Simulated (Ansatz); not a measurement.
Relaxation of H5NOSi (8 atoms, charge 0, multiplicity 1), to a largest force component of 0.015 eV/Å in at most 40 steps.

All numbers below come from RKS PBE/def2-SVP (Ansatz 0.2.0).

```xyz
8
Properties=species:S:1:pos:R:3
N -0.773 0.744 -0.755
Si 0.490 0.200 0.108
O -0.077 -1.264 0.613
H -0.968 0.114 -1.488
H -1.625 0.783 -0.165
H 0.748 1.095 1.263
H 1.673 0.026 -0.787
H 0.624 -1.755 1.156
```

Q: Where does it end, and by what steps?

A: The forces met the threshold. The force dipped under the threshold on the way, but the program's further checks kept it going. After 14 steps the energy has fallen by 0.537 eV; H4 moved furthest, 0.40 Å.

```
step  energy less start (eV)  largest force component (eV/Å)  accepted
   0                  0.0000                           2.970       yes
   1                 -0.4067                           1.336       yes
   2                 -0.5228                           0.284       yes
   3                 -0.5277                           0.160       yes
   4                 -0.5325                           0.274       yes
   5                 -0.5360                           0.056       yes
   6                 -0.5363                           0.005       yes
   7                 -0.5363                           0.036       yes
   8                 -0.5364                           0.019       yes
   9                 -0.5365                           0.011       yes
  10                 -0.5365                           0.071       yes
  11                 -0.5366                           0.020       yes
  12                 -0.5366                           0.002       yes
  13                 -0.5367                           0.036       yes
  14                 -0.5367                           0.012       yes
```

```xyz
8
Properties=species:S:1:pos:R:3
N -0.865 0.738 -0.754
Si 0.479 0.075 0.109
O 0.158 -1.474 0.701
H -1.020 0.439 -1.720
H -1.759 0.869 -0.275
H 0.806 0.970 1.278
H 1.615 0.056 -0.877
H 0.678 -1.730 1.483
```

The run took 26 s on 1 thread of Arm Neoverse V1, with other jobs on the host, peak memory 0.13 GiB.
